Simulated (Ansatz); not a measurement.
# AlSiH₄ radical (SMILES [AlH][SiH3]): one structure at several levels

The task here is to estimate one member of a computed series from the others.

Method: single points in def2-TZVPP; program: Ansatz 0.2.0, Gaussian basis.

Cores are frozen in the correlated methods. Orbitals are unrestricted.

## The starting structure

SMILES `[AlH][SiH3]`, 6 atoms, charge 0, spin multiplicity 2.

Atoms are counted from 1 here; the program's logs count them from 0.

Bond lengths: Al1–Si2 2.619 Å, Al1–H3 1.461 Å, Si2–H4 1.408 Å, Si2–H5 1.418 Å, Si2–H6 1.495 Å. Angles: Si2–Al1–H3 120.6°, Al1–Si2–H4 115.9°, Al1–Si2–H5 114.3°, Al1–Si2–H6 78.7°, H4–Si2–H5 102.2°, H4–Si2–H6 127.7°, H5–Si2–H6 117.2°.

As a file:

```xyz
6
AlH4Si
Al    0.7640   -1.0966    1.2530
Si   -0.3721    0.5534   -0.4340
H     1.3966   -2.3249    0.7784
H    -1.4690    0.0409   -1.1526
H     0.4805    1.0065   -1.4727
H    -0.3995    1.3577    0.8263
```

The first run:

Input file run/in.yaml:

```yaml
crystal:
  periodic: [false, false, false]
  atoms:
    - {symbol: Al, position_ang: [0.764000, -1.096600, 1.253000]}
    - {symbol: Si, position_ang: [-0.372100, 0.553400, -0.434000]}
    - {symbol: H, position_ang: [1.396600, -2.324900, 0.778400]}
    - {symbol: H, position_ang: [-1.469000, 0.040900, -1.152600]}
    - {symbol: H, position_ang: [0.480500, 1.006500, -1.472700]}
    - {symbol: H, position_ang: [-0.399500, 1.357700, 0.826300]}
basis:
  gaussian: {orbitals: def2-TZVPP}
magnetization: {spin_polarized: true, initial_magnetization: 1}
correlation: {method: ccsd_t}
scf: {omitted_lower_state_checks: [cluster_reference]}
output: {forces: true}
```

No record of the launch command was kept for these runs.

Among the steps run: CCSD(T)/def2-TZVPP; PBE0-D4/def2-TZVPP; wB97M-V/def2-TZVPP; r2SCAN-D4/def2-TZVPP; PBE-D4/def2-TZVPP; CAM-B3LYP-D4/def2-TZVPP; B97M-V/def2-TZVPP.

One table of the session follows, with a row left open; its other results are not shown here.

```
      method  RMS force component (eV/Å)  angle to CCSD(T) forces (°)  dipole (D)
     CCSD(T)                       1.237                    reference        0.35
     PBE0-D4                           ?                            ?           ?
     wB97M-V                       1.212                          1.8        0.50
   r2SCAN-D4                       1.244                          1.2        0.37
      PBE-D4                       1.272                          5.1        0.31
CAM-B3LYP-D4                       1.222                          1.9        0.38
      B97M-V                       1.215                          1.3        0.55
```

Q: Estimate the row for PBE0-D4 from the others.

**Answer.** RMS force component (eV/Å): 1.259; angle to CCSD(T) forces (°): 1.7; dipole (D): 0.34. In the column «RMS force component (eV/Å)» it lies between r2SCAN-D4 (1.244) and PBE-D4 (1.272).
